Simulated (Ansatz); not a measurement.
**HSiC, sextet in cc-pVDZ: errors against UCCSDTQ**

Geometry: that of the HSiC, quartet, kept fixed. The doublet lies 3.1 eV lower here.

```yaml
atoms:
  - { symbol: Si, position_ang: [0.0000, -0.0832, 0.5272] }
  - { symbol: C, position_ang: [0.0000, 0.0762, -1.3058] }
  - { symbol: H, position_ang: [0.0000, 1.4109, 0.8685] }
```

Basis cc-pVDZ; Ansatz 0.2.0. Correlated methods freeze the noble-gas cores, which leaves 9 electrons in 31 orbitals. R marks a restricted (for open shells ROHF) determinant, U an unrestricted one. Active spaces: valence = (9e, 9o) chosen from the atoms' valence shells.

Full CI isn't at hand for all of this; UCCSDTQ serves as the reference, and is uncertain by about the last step of the cluster series. The frozen core follows each run's orbitals, which can shift R against U totals by a few meV.

For open shells CISD is restricted-active-space CI with the open shells as a complete middle space.

The UHF ⟨S²⟩ is 8.757. The T1 diagnostic (RCCSD) is 0.0285. The largest doubles amplitude (RCCSD) is 0.036 and the T1 diagnostic (UCCSD) is 0.0256.

| level | E − E(UCCSDTQ) (kcal/mol) | share of correlation (%) | wall time |
| --- | --- | --- | --- |
| RHF | 93.50 | 0.00 | – |
| UHF | 91.72 | 1.90 | – |
| RMP2 | 21.98 | 76.49 | – |
| UMP2 | 21.89 | 76.59 | – |
| CISD | 5.92 | 93.67 | 1.4 s |
| RCCSD | 2.96 | 96.84 | – |
| UCCSD | 2.90 | 96.89 | – |
| RCCSD(T) | 0.77 | 99.18 | 1.1 s |
| UCCSD(T) | 0.73 | 99.22 | 1.1 s |
| BCCD(T) | 0.75 | 99.20 | 0.84 s |
| RCCSDT | 0.15 | 99.84 | – |
| UCCSDT | 0.12 | 99.88 | – |
| RCCSDT(Q) | 0.05 | 99.94 | 7 s |
| UCCSDT(Q) | 0.02 | 99.98 | 6 s |
| RCCSDTQ | 0.03 | 99.97 | 22 s (H100) |
| CASSCF (valence space) | 73.23 | 21.68 | – |
| NEVPT2 (valence space) | 19.27 | 79.39 | 1.5 s |
| MRCISD (valence space) | 5.31 | 94.32 | – |
| MRCISD+Q (valence space) | 1.26 | 98.66 | 2.9 s |

The correlation energy at UCCSDTQ, counted from RHF, is -4.054 eV. That run took 17 s on 2 threads of AMD EPYC 7R13 with a shared H100 80 GB, shared host.

Times hold each run's SCF and search for its determinant on a shared host, so for small cases they say little of a method's own cost; rows without a card ran on 1 thread of AMD EPYC 7R13.

Natural occupations of CASSCF (valence space) about the gap: 1.984 1.971 1.004 1.002 1.000 0.999 0.998 0.026 0.018; effectively unpaired electrons, Σ n²(2−n)², 5.01.
